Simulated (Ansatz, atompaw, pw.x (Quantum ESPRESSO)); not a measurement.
# From atom to crystal: PAW (atompaw) potential for aluminium

```
Element                 : Al (Z = 13)
Generator               : atompaw 4.2.0.5
Type                    : PAW
Functional              : PBEsol
Relativity              : scalar-relativistic
Frozen core             : [Ne]
Valence charge          : 3
Reference configuration : 3s2 3p1
Partial waves           : 3s (bound): rc 2.30 bohr; 3s channel at 4.05 Ry: rc 2.75 bohr; 3p (bound): rc 2.75 bohr; 3p channel at 1.4 Ry: rc 2.75 bohr; 3d channel at -0.15 Ry: rc 2.75 bohr; 3d channel at 0.8 Ry: rc 2.75 bohr
Local potential         : bessel scheme, radius 2.10 bohr
Core correction         : smooth core density matched at 1.60 bohr
Augmentation charge     : besselshape compensation charge, radius 2.10 bohr; PAW radius 2.75 bohr; waves and projectors: custom polynom2 7 10 vanderbiltortho
```

Atomic tests: cutoffs needed: 8 Ry and 15 Ry (the cutoffs (Ry, on a coarse ladder) from which the occupation-weighted sum of valence levels, in a spherical-Bessel basis at the reference potential, stays within 10 and 1 mRy of its value at 400 Ry); ghost test: no extra level below or beside the all-electron valence levels (s, p, d, f tested) (spherical-Bessel basis up to 400 Ry, 20 bohr box); lowest eigenvalue of the overlap operator: 0.52 (s channel).

Crystal test: fcc Al in pw.x 7.5, no spin, 14³ k-points, Fermi–Dirac smearing 0.01 Ry, cutoffs 40/400 Ry. The reference is all-electron LAPW (Ansatz 0.2.0) with the same functional, mesh and smearing; V0 and B0 come from Birch–Murnaghan fits to the pressures at five volumes. Errors are pseudo minus all-electron; Δ is the rms difference of the E(V) curves that follow from these fits, minima aligned, over ±6 % about the mean V0. Mesh and smearing are coarse, so the numbers serve the comparison and aren't converged zero-temperature values; the lattice is a test structure that the element need not adopt.

```csv
V (Å³/atom),P all-electron (GPa),P pseudo (GPa)
15.397,4.49,4.07
15.802,2.01,1.59
16.207,-0.16,-0.57
16.612,-2.03,-2.44
17.017,-3.66,-4.06
```

All-electron: a0 = 4.015 Å (V0 = 16.18 Å³/atom), B0 = 81.2 GPa.

Pseudopotential: mean pressure error (GPa): -0.41; a0 (Å): 4.008; a0 error (%): -0.17; B0 error (%): +2.1; Δ (meV/atom): 1.5.

Q: At the middle volume, how do free energy and pressure move when the wave cutoff is lowered (ecutrho held at 400 Ry)?

A:

| cutoff (Ry) | shift of F (meV/atom) | shift of P (GPa) |
| --- | --- | --- |
| 18 | +15.8 | -0.22 |
| 24 | +4.4 | -0.01 |
| 32 | +1.4 | -0.03 |

Input at the middle volume:

```
&control
  calculation='scf', prefix='x', pseudo_dir='./', outdir='./tmp', tstress=.true., disk_io='none'
/
&system
  ibrav=0, nat=1, ntyp=1, ecutwfc=40, ecutrho=400, nbnd=8,
  occupations='smearing', smearing='fd', degauss=0.01
/
&electrons
  conv_thr=1e-09, mixing_beta=0.4, electron_maxstep=70
/
ATOMIC_SPECIES
Al 1.0 Al.UPF
CELL_PARAMETERS angstrom
  0.00000000 2.00858807 2.00858807
  2.00858807 0.00000000 2.00858807
  2.00858807 2.00858807 0.00000000
ATOMIC_POSITIONS crystal
Al 0.0000 0.0000 0.0000
K_POINTS automatic
14 14 14 0 0 0
```

```bash
pw.x < Al.scf.in > Al.scf.out
```

Lines of the output:

```
Message from routine setup:
     using ibrav=0 with symmetry is DISCOURAGED, use correct ibrav instead
     lattice parameter (alat)  =       5.3679  a.u.
     unit-cell volume          =     109.3703 (a.u.)^3
     number of electrons       =         3.00
     number of Kohn-Sham states=            8
     kinetic-energy cutoff     =      40.0000  Ry
     charge density cutoff     =     400.0000  Ry
     scf convergence threshold =      1.0E-09
     Exchange-correlation= SLA PW PSX PSC
     number of k points=   104  Fermi-Dirac smearing, width (Ry)=  0.0100
     iteration #  1     ecut=    40.00 Ry     beta= 0.40
     total energy              =     -38.51750661 Ry
     estimated scf accuracy    <       0.00347297 Ry
     iteration #  2     ecut=    40.00 Ry     beta= 0.40
     total energy              =     -38.51832761 Ry
     estimated scf accuracy    <       0.00130398 Ry
     iteration #  3     ecut=    40.00 Ry     beta= 0.40
     total energy              =     -38.51839631 Ry
     estimated scf accuracy    <       0.00000607 Ry
     iteration #  4     ecut=    40.00 Ry     beta= 0.40
     c_bands:  1 eigenvalues not converged
     c_bands:  1 eigenvalues not converged
     c_bands:  1 eigenvalues not converged
     c_bands:  1 eigenvalues not converged
     c_bands:  1 eigenvalues not converged
     c_bands:  1 eigenvalues not converged
     total energy              =     -38.51845220 Ry
     estimated scf accuracy    <       0.00000254 Ry
     iteration #  5     ecut=    40.00 Ry     beta= 0.40
     total energy              =     -38.51845096 Ry
     estimated scf accuracy    <       0.00000866 Ry
     iteration #  6     ecut=    40.00 Ry     beta= 0.40
     total energy              =     -38.51845110 Ry
     estimated scf accuracy    <       0.00000006 Ry
     iteration #  7     ecut=    40.00 Ry     beta= 0.40
     total energy              =     -38.51845117 Ry
     estimated scf accuracy    <       0.00000002 Ry
     iteration #  8     ecut=    40.00 Ry     beta= 0.40
     total energy              =     -38.51845117 Ry
     estimated scf accuracy    <       0.00000002 Ry
     iteration #  9     ecut=    40.00 Ry     beta= 0.40
     total energy              =     -38.51845117 Ry
     estimated scf accuracy    <       0.00000002 Ry
     iteration # 10     ecut=    40.00 Ry     beta= 0.40
     total energy              =     -38.51845117 Ry
     estimated scf accuracy    <          9.8E-09 Ry
     iteration # 11     ecut=    40.00 Ry     beta= 0.40
     total energy              =     -38.51845117 Ry
     estimated scf accuracy    <          4.3E-09 Ry
     iteration # 12     ecut=    40.00 Ry     beta= 0.40
     total energy              =     -38.51845118 Ry
     estimated scf accuracy    <          5.9E-09 Ry
     iteration # 13     ecut=    40.00 Ry     beta= 0.40
     total energy              =     -38.51845117 Ry
     estimated scf accuracy    <       0.00000004 Ry
     iteration # 14     ecut=    40.00 Ry     beta= 0.40
     the Fermi energy is     7.9364 ev
!    total energy              =     -38.51845117 Ry
     estimated scf accuracy    <          1.2E-10 Ry
     smearing contrib. (-TS)   =      -0.00203963 Ry
     The total energy is F=E-TS. E is the sum of the following terms:
     one-electron contribution =       3.22692527 Ry
     hartree contribution      =       0.00341133 Ry
     xc contribution           =      -2.37509370 Ry
     ewald contribution        =      -5.43561944 Ry
     one-center paw contrib.   =     -33.93603499 Ry
     convergence has been achieved in  14 iterations
          total   stress  (Ry/bohr**3)                   (kbar)     P=       -5.71
     Message from routine punch:
     Nothing written, as per user request (disk_io='none')
```

The run at the middle volume (104 k-points, 14 iterations) took about 9 s on one core of a shared host (AMD EPYC 9R45 96-Core Processor, 96 threads, 376 GiB, load 76).
